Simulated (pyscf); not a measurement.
**Four-centre exchange: `[F][In]([F])[F]` + `[FH]` → `[FH]` + `[F][In]([F])[F]`**

Gas phase, singlet surface, charge 0. Bonds broken: F1–In2, F5–H6. Bonds formed: F1–H6, In2–F5. PySCF, gas phase, ωB97X-D3(BJ)/def2-SVP geometries. MP2 and CC: frozen core, UHF for open shells. ΔMP2 is the change of the MP2 total energy from the triple- to the quadruple-zeta basis.

Transition state (Å):

```xyz
6

F     -0.1883    -0.2962     1.7545
In     0.2138     0.3878    -0.2189
F      1.5806     1.7472    -0.2151
F     -1.3266     0.1835    -1.3599
F      1.0084    -1.5058     0.3384
H      0.4479    -1.1504     1.2918
```

One imaginary mode, 310i cm⁻¹; descent along it reached the two sides named, in the forms told below.

```csv
bond,change,reactant side (Å),saddle,product side
F1–In2,breaks,2.017,2.127,2.276
F5–H6,breaks,0.985,1.162,1.516
F1–H6,forms,1.513,1.161,0.984
In2–F5,forms,2.276,2.128,2.017
```

Electronic energies relative to the separated reactants (kcal/mol):

```csv
level,barrier,reaction energy,reverse barrier
ωB97X-D3(BJ)/def2-TZVP,-14.3,0.0,-14.3
PBE/def2-TZVP,-14.7,0.0,-14.7
r²SCAN/def2-TZVP,-16.9,0.0,-16.9
B3LYP-D3(BJ)/def2-TZVP,-13.4,0.0,-13.4
PBE0-D3(BJ)/def2-TZVP,-14.5,0.0,-14.5
M06-2X/def2-TZVP,-16.4,0.0,-16.4
ωB97M-D3(BJ)/def2-TZVP,-13.4,0.0,-13.4
HF/def2-TZVP,-4.9,0.0,-4.9
MP2/def2-QZVPP,-13.3,0.0,-13.3
CCSD/def2-TZVPP,-11.8,0.0,-11.8
CCSD(T)/def2-TZVPP,-13.1,0.0,-13.1
CCSD(T)/def2-TZVPP + ΔMP2(QZVPP),-12.8,0.0,-12.8
```

With CCSD(T)/def2-TZVPP + ΔMP2(QZVPP) energies and thermal terms (ideal gas, 1 atm, RRHO with modes under 100 cm⁻¹ raised to 100, one conformer, R ln 2 for chiral ones without a mode under 150 cm⁻¹), in kcal/mol:

| T (K) | ΔH‡ | ΔG‡ | ΔH | ΔG |
|---|---|---|---|---|
| 298 | -13.7 | -3.8 | 0.0 | 0.0 |
| 600 | -14.1 | 6.5 | 0.0 | 0.0 |
| 900 | -14.0 | 16.8 | 0.0 | 0.0 |
| 1200 | -13.7 | 27.1 | 0.0 | 0.0 |

On the reactant side the descent ends in an adduct with a F–In contact, 16.1 kcal/mol under the separated species and 1.8 kcal/mol under the saddle at ωB97X-D3(BJ)/def2-TZVP. On the product side the descent ends in an adduct with a F–In contact, 16.1 kcal/mol under the separated species and 1.9 kcal/mol under the saddle at ωB97X-D3(BJ)/def2-TZVP. At ωB97X-D3(BJ)/def2-TZVP, PBE, r²SCAN, B3LYP-D3(BJ), PBE0-D3(BJ), M06-2X, ωB97M-D3(BJ)/def2-TZVP, HF, MP2, CCSD, CCSD(T), CCSD(T) the saddle lies under the separated reactants, which points to a path from their complex (located at ωB97X-D3(BJ) alone). At ωB97X-D3(BJ)/def2-TZVP, PBE, r²SCAN, B3LYP-D3(BJ), PBE0-D3(BJ), M06-2X, ωB97M-D3(BJ)/def2-TZVP, HF, MP2, CCSD, CCSD(T), CCSD(T) the saddle lies under the separated products, which points to a path from their complex (located at ωB97X-D3(BJ) alone). What is counted as formed (F–In) is already present as a longer contact in the reactant adduct; forming that adduct is a step of its own. What is counted as broken (F–In) persists as a longer contact in the product adduct; parting that adduct is a step of its own. One saddle was located; it need not be the lowest between these sides. The CCSD(T) − MP2 part came from Ansatz, without density fitting, on the same reference. The frozen core leaves the outer d or s,p core shells of the metals and heavy elements correlated in the MP2 and CC values, and def2-TZVPP describes them poorly, which can shift differences by a few kcal/mol. Elements past Kr carry the def2 core potentials, without spin-orbit coupling.
